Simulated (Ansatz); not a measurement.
# BH4NO: the cost of one run

All numbers below are computed with Ansatz 0.2.0 (RKS B3LYP-D4/def2-SVP).

1 further run of the same task is left out (it didn't finish).

## Step 1: The starting structure

Bond lengths: B1–O3 1.610 Å, O3–H4 1.010 Å, B1–N5 1.550 Å, N5–H6 1.060 Å, N5–H7 1.060 Å. Angles: B1–O3–H4 106.4°, O3–B1–N5 155.0°, B1–N5–H6 120.0°, B1–N5–H7 120.0°, H6–N5–H7 120.0°.

As a file:

```xyz
7

B     0.0000    0.0000    0.0000
H     0.7099    0.0000    1.1951
O     1.6038    0.0000    0.1408
H     1.9037   -0.9519   -0.0141
N    -1.3423    0.0000   -0.7750
H    -2.0112   -0.8164   -0.6764
H    -1.5914    0.8164   -1.4036
```

## Step 2: A restrained relaxation towards end A

Springs on the bonds that form and break draw the guess towards this end; the thresholds are loose.

File input.yaml:

```yaml
crystal:
  periodic: [false, false, false]
  atoms:
    - { symbol: B, position_ang: [0.0, 0.0, 0.0] }
    - { symbol: H, position_ang: [0.7099, 0.0, 1.1951] }
    - { symbol: O, position_ang: [1.6038, 0.0, 0.1408] }
    - { symbol: H, position_ang: [1.9037, -0.9519, -0.0141] }
    - { symbol: "N", position_ang: [-1.3423, 0.0, -0.775] }
    - { symbol: H, position_ang: [-2.0112, -0.8164, -0.6764] }
    - { symbol: H, position_ang: [-1.5914, 0.8164, -1.4036] }
basis:
  gaussian: { orbitals: def2-SVP }
hamiltonian:
  xc: b3lyp
  dispersion: d4
relax:
  f_tol: 0.15
  max_steps: 25
  restrain:
    - { distance: [1, 2], at: 2.21, k: 30.0 }
    - { distance: [0, 1], at: 1.19, k: 30.0 }
    - { distance: [0, 2], at: 1.41, k: 30.0 }
```

Started as:

```console
ansatz run input.yaml --threads 1 --pin off --max-ram 2048MiB --backend cpu --events-out ev --progress --plain --runs-dir out
```

Q: Estimate wall time and peak memory on 1 thread of Arm Neoverse V1, shared host.

About 16 s, with a peak of 0.13 GiB.
